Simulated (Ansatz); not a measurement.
`C/C=C(\N)F` + H₂ → `C/C=C/N` + H–F at 700 K and 1 bar (hydrogenolysis of a C–F bond).

Gas-phase electronic energies from Ansatz, PBE0-D4/def2-TZVP geometries. CCSD(T)/CBS is the MP2 limit (def2-TZVPP, def2-QZVPP) plus CCSD(T) − MP2 in def2-TZVPP, frozen cores. This one scheme is used for every species. Double bonds are as drawn, so ΔE can hold a change between cis and trans. One conformer a species, not always the lowest.

```csv
species,CCSD(T)/CBS energy (Eh),H − E (kJ/mol),S (J/(mol·K))
`C/C=C(\N)F`,-272.23961,306.6,425.2
H₂,-1.17544,46.8,155.3
`C/C=C/N`,-173.05160,320.9,392.6
H–F,-100.39570,45.2,198.5
```

H − E and S are ideal-gas, rigid-rotor, harmonic terms from PBE0-D4/def2-TZVP, for one conformer and one mirror image of each species. For small species the MP2-based limit differs from directly extrapolated CCSD(T) by up to some mEh (0.8 for H₂); such offsets cancel only in part. 1 Eh = 2625.50 kJ/mol, R = 8.31446 J/(mol·K).

Q: By hand: ΔE, ΔH, ΔS and ΔG.

A: ΔE = (-173.05160) + (-100.39570) − (-272.23961) − (-1.17544) = -0.03225 Eh = -84.7 kJ/mol. Δ(H − E) = 320.9 + 45.2 − 306.6 − 46.8 = 12.7, so ΔH = -72.0 kJ/mol. ΔS = 392.6 + 198.5 − 425.2 − 155.3 = 10.6 J/(mol·K). ΔG = -72.0 − 700 × (10.6)/1000 = -79.4 kJ/mol.

Q: By hand: the equilibrium constant, and the temperature at which ΔG would vanish if ΔH and ΔS stayed fixed.

A: log₁₀ K = −ΔG/(RT ln 10) = 5.9. ΔH and −TΔS have one sign here, so there is no such temperature.

The number of gas molecules stays the same, so ΔS is small and ΔH decides. A doubt of 5 kJ/mol in ΔE shifts log₁₀ K by 0.4 here. Other conformers and mirror images would add mixing entropy, several J/(mol·K) or more a flexible species. These are equilibria of isolated gas molecules and say nothing of rates. Largest T1 diagnostic: 0.011 (customary marks: 0.02 for closed shells, 0.045 for open ones).

ΔS is within the doubt of such terms, so its sign, and with it that verdict, could turn.
